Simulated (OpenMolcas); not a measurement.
# BH2Cl (SMILES BCl), step by step

We compute the energy (UHF/STO-3G), then a single-point energy (CASSCF(2,2)/STO-3G), then the energy (CASPT2(2,2)/STO-3G), then a single-point energy (SC-NEVPT2(2,2)/STO-3G), then the energy (MRCI(2,2)/STO-3G) of BH2Cl. 

The calculation is run with OpenMolcas 26.06.

2 further runs of the same task are left out: 1 that didn't finish, 1 set aside as unsound or not needed.

## Step 1: The system as given

BH2Cl has 4 atoms, charge 0, and is taken as a singlet. As SMILES, `BCl`. The B1–Cl2 distance was set to 3.466 Å, away from the relaxed value. At this shape a bond of the SMILES string is far longer than usual.

Bond lengths: B1–H3 1.190 Å, B1–H4 1.190 Å. Angles: H3–B1–H4 123.7°.

## Step 2: A single-point energy at UHF/STO-3G (run 1)

Input file step1.inp:

```
* BClH2 Hartree-Fock
&GATEWAY
BasLib
$CurrDir
Coord
4
angstrom
B       -1.598436       0.438710      -0.871819
Cl       1.365000      -0.395300       0.721200
H       -2.587936      -0.142490      -0.556119
H       -1.568336       1.289810      -1.703119
Basis
STO-3G
Group
NoSym
&SEWARD
&SCF
UHF
Scramble
0.25
PrOrbitals
1 1
```

The basis set STO-3G is read from a file made from the Basis Set Exchange's data (not shown).

The run is started by

```bash
$ export MOLCAS_MEM=1860
$ pymolcas step1.inp > step1.log
```

Standard output:

```text
--- Start Module: gateway ---
[...]
--- Stop Module: gateway /rc=_RC_ALL_IS_WELL_ ---
--- Start Module: seward ---
[...]
      Basis functions           16
--- Stop Module: seward /rc=_RC_ALL_IS_WELL_ ---
--- Start Module: scf ---
[...]
       Convergence after  33 Iterations
[...]
::    Total SCF energy                               -479.9534417718
[...]
      Total spin, S                                     0.6091639297
[...]
      Total electronic charge=   24.000000
      Total            charge=   -0.000000
[...]
      Dipole Moment (debye):
      Origin of the operator (angstrom)=    0.5406   -0.1633    0.2780
                   X=  1.6591E-02               Y= -4.6770E-03               Z=  8.7928E-03           Total=  1.9351E-02
      Quadrupole Moment (debye*angstrom):
[...]
--- Stop Module: scf /rc=_RC_ALL_IS_WELL_ ---
[...]
```

Run time: 2.1 s. Hardware: 1 thread of Intel Xeon 6975P-C (Granite Rapids), shared host; peak memory 0.37 GiB.

## Step 3: A single-point energy at CASSCF(2,2)/STO-3G (run 2)

Input file step2.input:

```
* BClH2 CASSCF

&GATEWAY
 BASLIB=$CurrDir
 COORD
 4
 angstrom
 B       -1.598436       0.438710      -0.871819
 Cl       1.365000      -0.395300       0.721200
 H       -2.587936      -0.142490      -0.556119
 H       -1.568336       1.289810      -1.703119
 BASIS=STO-3G
 GROUP=NoSym

&SEWARD

&RASSCF
 FILEORB=$CurrDir/step1.UnaOrb
 SPIN=1
 NACTEL=2 0 0
 INACTIVE=11
 RAS2=2
 ORBLISTING=Nothing
 ORBAPPEAR=Compact
```

The basis set STO-3G is read from a file made from the Basis Set Exchange's data (not shown).

The run is started by

```bash
$ export MOLCAS_MEM=1860
$ pymolcas step2.input > step2.log
```

Standard output:

```text
--- Start Module: gateway ---
[...]
--- Stop Module: gateway /rc=_RC_ALL_IS_WELL_ ---
--- Start Module: seward ---
[...]
      Basis functions           16
--- Stop Module: seward /rc=_RC_ALL_IS_WELL_ ---
--- Start Module: rasscf ---
[...]
      Number of active orbitals                  2
[...]
      Spin quantum number                      0.0
[...]
      Active orbitals                            2
[...]
      Number of CSFs                             3
[...]
      Number of root(s) required                 1
[...]
      Convergence after  6 iterations
[...]
      printout of CI-coefficients larger than  0.05 for root  1
      energy=    -479.956130
      conf/sym  11     Coeff  Weight
             1  20  -0.80140 0.64225
             3  02   0.59813 0.35775
      Natural orbitals and occupation numbers for root  1
      sym 1:   1.284492   0.715508
      ************************************************************************************************************************
      *                                                    Final results                                                     *
[...]
::    RASSCF root number  1 Total energy:   -479.95613000
[...]
      Total electronic charge=   24.000000
      Total            charge=   -0.000000
[...]
      Dipole Moment (debye):
      Origin of the operator (angstrom)=    0.5406   -0.1633    0.2780
                   X= -1.4296E-01               Y=  4.0252E-02               Z= -7.6933E-02           Total=  1.6726E-01
      Quadrupole Moment (debye*angstrom):
[...]
--- Stop Module: rasscf /rc=_RC_ALL_IS_WELL_ ---
[...]
```

Run time: 1.4 s. Hardware: 1 thread of Intel Xeon 6975P-C (Granite Rapids), shared host; peak memory 0.37 GiB.

## Step 4: The energy at CASPT2(2,2)/STO-3G (run 3)

Input file step3.input:

```
>>> EXPORT MOLCAS_PRINT=2
&GATEWAY
BASLIB
$CurrDir
COORD
4
angstrom
B       -1.598436       0.438710      -0.871819
Cl       1.365000      -0.395300       0.721200
H       -2.587936      -0.142490      -0.556119
H       -1.568336       1.289810      -1.703119
BASIS
STO-3G
GROUP
NoSym
&SEWARD
&RASSCF
FILEORB
$CurrDir/step2.RasOrb
SPIN
1
NACTEL
2 0 0
INACTIVE
11
RAS2
2
ORBLISTING
Nothing
ORBAPPEAR
Compact
&CASPT2
IMAGINARY
0.1
FROZEN
6
```

The basis set STO-3G is read from a file made from the Basis Set Exchange's data (not shown).

The run is started by

```bash
$ export MOLCAS_MEM=1860
$ pymolcas step3.input > step3.log
```

Standard output:

```text
--- Start Module: gateway ---
[...]
--- Stop Module: gateway /rc=_RC_ALL_IS_WELL_ ---
[...]
      Basis functions           16
[...]
--- Start Module: rasscf ---
[...]
      Number of active orbitals                  2
[...]
      Spin quantum number                      0.0
[...]
      Active orbitals                            2
[...]
      Number of CSFs                             3
[...]
      Number of root(s) required                 1
[...]
      Convergence after  4 iterations
[...]
      printout of CI-coefficients larger than  0.05 for root  1
      energy=    -479.956130
      conf/sym  11     Coeff  Weight
             1  20  -0.80140 0.64225
             3  02   0.59813 0.35775
      Natural orbitals and occupation numbers for root  1
      sym 1:   1.284491   0.715509
      ************************************************************************************************************************
      *                                                    Final results                                                     *
[...]
::    RASSCF root number  1 Total energy:   -479.95613000
[...]
      Total electronic charge=   24.000000
      Total            charge=   -0.000000
[...]
      Dipole Moment (debye):
      Origin of the operator (angstrom)=    0.5406   -0.1633    0.2780
                   X= -1.4293E-01               Y=  4.0236E-02               Z= -7.6923E-02           Total=  1.6723E-01
      Quadrupole Moment (debye*angstrom):
[...]
--- Stop Module: rasscf /rc=_RC_ALL_IS_WELL_ ---
--- Start Module: caspt2 ---
[...]
 ###    WARNING: User changed nr of frozen orbitals.                         ###
 ###############################################################################
[...]
      E2 (Variational):          -0.0252717779
      Total energy:            -479.9814017765
[...]
      Reference weight:           0.98881
[...]
::    CASPT2 Root  1     Total energy:   -479.98140178
[...]
--- Stop Module: caspt2 /rc=_RC_ALL_IS_WELL_ ---
[...]
```

It took 1.8 s on 1 thread of Intel Xeon 6975P-C (Granite Rapids), shared host; peak memory 0.37 GiB.

## Step 5: The energy at SC-NEVPT2(2,2)/STO-3G (run 4)

Input file step4.input:

```
&gateway
 baslib=$CurrDir
 coord
 4
 angstrom
 B       -1.598436       0.438710      -0.871819
 Cl       1.365000      -0.395300       0.721200
 H       -2.587936      -0.142490      -0.556119
 H       -1.568336       1.289810      -1.703119
 basis=STO-3G
 group=NoSym

&seward

&rasscf
 fileorb=$CurrDir/step2.RasOrb
 spin=1
 nactel=2 0 0
 inactive=11
 ras2=2
 orblisting=Nothing
 orbappear=Compact

&caspt2
 sc-nevpt2
 frozen=6
```

The basis set STO-3G is read from a file made from the Basis Set Exchange's data (not shown).

The run is started by

```bash
$ export MOLCAS_MEM=1860
$ pymolcas step4.input > step4.log
```

Standard output:

```text
--- Start Module: gateway ---
[...]
--- Stop Module: gateway /rc=_RC_ALL_IS_WELL_ ---
[...]
      Basis functions           16
[...]
--- Start Module: rasscf ---
[...]
      Number of active orbitals                  2
[...]
      Spin quantum number                      0.0
[...]
      Active orbitals                            2
[...]
      Number of CSFs                             3
[...]
      Number of root(s) required                 1
[...]
      Convergence after  4 iterations
[...]
      printout of CI-coefficients larger than  0.05 for root  1
      energy=    -479.956130
      conf/sym  11     Coeff  Weight
             1  20  -0.80140 0.64225
             3  02   0.59813 0.35775
      Natural orbitals and occupation numbers for root  1
      sym 1:   1.284491   0.715509
      ************************************************************************************************************************
      *                                                    Final results                                                     *
[...]
::    RASSCF root number  1 Total energy:   -479.95613000
[...]
      Total electronic charge=   24.000000
      Total            charge=   -0.000000
[...]
      Dipole Moment (debye):
      Origin of the operator (angstrom)=    0.5406   -0.1633    0.2780
                   X= -1.4293E-01               Y=  4.0236E-02               Z= -7.6923E-02           Total=  1.6723E-01
      Quadrupole Moment (debye*angstrom):
[...]
--- Stop Module: rasscf /rc=_RC_ALL_IS_WELL_ ---
--- Start Module: caspt2 ---
[...]
 ###    WARNING: User changed nr of frozen orbitals.                         ###
 ###############################################################################
[...]
      E2 (Variational):          -0.0248868924
[...]
      E2 (Variational):          -0.0248774922
      Total energy:            -479.9810074909
[...]
      Reference weight:           0.98918
[...]
::    SC-NEVPT2 Root  1     Total energy:   -479.98100749
[...]
--- Stop Module: caspt2 /rc=_RC_ALL_IS_WELL_ ---
[...]
```

It took 1.5 s on 1 thread of Intel Xeon 6975P-C (Granite Rapids), shared host; peak memory 0.37 GiB.

## Step 6: A single-point energy at MRCI(2,2)/STO-3G (run 5)

Input file step5.input:

```
&GATEWAY
  BasLib=$CurrDir
  Coord
  4
  angstrom
  B       -1.598436       0.438710      -0.871819
  Cl       1.365000      -0.395300       0.721200
  H       -2.587936      -0.142490      -0.556119
  H       -1.568336       1.289810      -1.703119
  Basis=STO-3G
  Group=NoSym

&SEWARD

&RASSCF
  FileOrb=$CurrDir/step2.RasOrb
  Spin=1
  Nactel=2 0 0
  Inactive=11
  Ras2=2
  OrbListing=Nothing
  OrbAppear=Compact

&MOTRA
  LumOrb
  Frozen=6

&GUGA
  Electrons=12
  Spin=1
  Inactive=5
  Active=2
  CIAll=1

&MRCI
  SDCI
```

The basis set STO-3G is read from a file made from the Basis Set Exchange's data (not shown).

The run is started by

```bash
$ export MOLCAS_MEM=1860
$ pymolcas step5.input > step5.log
```

Standard output:

```text
--- Start Module: gateway ---
[...]
--- Stop Module: gateway /rc=_RC_ALL_IS_WELL_ ---
[...]
      Basis functions           16
[...]
      Number of active orbitals                  2
[...]
      Spin quantum number                      0.0
[...]
      Active orbitals                            2
[...]
      Number of CSFs                             3
[...]
      Number of root(s) required                 1
[...]
      Convergence after  4 iterations
[...]
      printout of CI-coefficients larger than  0.05 for root  1
      energy=    -479.956130
      conf/sym  11     Coeff  Weight
             1  20  -0.80140 0.64225
             3  02   0.59813 0.35775
      Natural orbitals and occupation numbers for root  1
      sym 1:   1.284491   0.715509
      ************************************************************************************************************************
      *                                                    Final results                                                     *
[...]
::    RASSCF root number  1 Total energy:   -479.95613000
[...]
      Dipole Moment (debye):
      Origin of the operator (angstrom)=    0.5406   -0.1633    0.2780
                   X= -1.4293E-01               Y=  4.0236E-02               Z= -7.6923E-02           Total=  1.6723E-01
      Quadrupole Moment (debye*angstrom):
[...]
      *** WARNING: Default frozen orbitals is overwritten by user input.
      *** Default values:   6
[...]
--- Start Module: guga ---
[...]
--- Stop Module: guga /rc=_RC_ALL_IS_WELL_ ---
--- Start Module: mrci ---
[...]
       (But an ACPF correction will be computed)
       USE THE DEFAULT ACPF G-VALUE GFAC=  0.16666666666666666
[...]
                      CI ENERGY:  -479.99378767
[...]
                ACPF CORRECTION:    -0.00082794
[...]
      Total electronic charge=   24.000000
      Total            charge=   -0.000000
[...]
     ACPF CORRECTION:     -0.00082794
[...]
  CI State   1     Total energy:   -479.99378767     QDav:     -0.00099792     QACPF:     -0.00082794
[...]
--- Stop Module: mrci /rc=_RC_ALL_IS_WELL_ ---
[...]
```

It took 1.8 s on 1 thread of Intel Xeon 6975P-C (Granite Rapids), shared host; peak memory 0.37 GiB.

## Step 7: Summary of results

| quantity | value |
| --- | --- |
| run 1, UHF/STO-3G: total energy | -479.95344 Eh |
| run 1, UHF/STO-3G: dipole moment | 0.02 D |
| run 1, UHF/STO-3G: HOMO energy | -8.44 eV |
| run 1, UHF/STO-3G: LUMO energy | 1.75 eV |
| run 1, UHF/STO-3G: HOMO–LUMO gap | 10.18 eV |
| run 1, UHF/STO-3G: ⟨S²⟩ | 0.980 |
| run 2, CASSCF(2,2)/STO-3G: total energy | -479.95613 Eh |
| run 2, CASSCF(2,2)/STO-3G: dipole moment (CASSCF density) | 0.17 D |
| run 3, CASPT2(2,2)/STO-3G: total energy | -479.98140 Eh |
| run 3, CASPT2(2,2)/STO-3G: dipole moment (CASSCF density) | 0.17 D |
| run 4, SC-NEVPT2(2,2)/STO-3G: total energy | -479.98101 Eh |
| run 4, SC-NEVPT2(2,2)/STO-3G: dipole moment (CASSCF density) | 0.17 D |
| run 5, MRCI(2,2)/STO-3G: total energy | -479.99379 Eh |
| run 5, MRCI(2,2)/STO-3G: dipole moment (CASSCF density) | 0.17 D |

In words: ⟨S²⟩ (run 1, UHF/STO-3G) is 0.98 where a pure singlet has 0.00: the reference is spin-contaminated. Mulliken charges (run 3, CASPT2(2,2)/STO-3G) of the CASSCF density run from -0.07 on H3 to +0.16 on B1.
